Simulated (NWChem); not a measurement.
# formaldehyde (CH2O); SMILES C=O

Results from NWChem. Pople sets run with spherical d functions. Each level has its own optimisation. Entropies are gas-phase, rigid-rotor, harmonic values for NWChem's default masses at 298.15 K and 1 bar, so the errors hold that model's part too (torsions, anharmonicity).

Measured entropy at 1 bar: 52.3 cal/(mol K) (CRC Handbook, as tabulated in the package chemicals).

| level | entropy at 1 bar (cal/(mol K)) | computed − measured |
|---|---|---|
| B3LYP/3-21G | ? | ? |
| Hartree-Fock/STO-3G | 52.2 | -0.1 |
| CAM-B3LYP/def2-SVP | ? | ? |
| B3LYP/6-31G* | 52.2 | -0.1 |
| PBE-D3(BJ)/def2-SVP | 52.3 | 0.0 |

Q: Some entries are withheld; supply them.

A: 
- CAM-B3LYP/def2-SVP, entropy at 1 bar (cal/(mol K)): 52.2
- CAM-B3LYP/def2-SVP, computed − measured: -0.1
- B3LYP/3-21G, entropy at 1 bar (cal/(mol K)): 52.3
- B3LYP/3-21G, computed − measured: 0.0
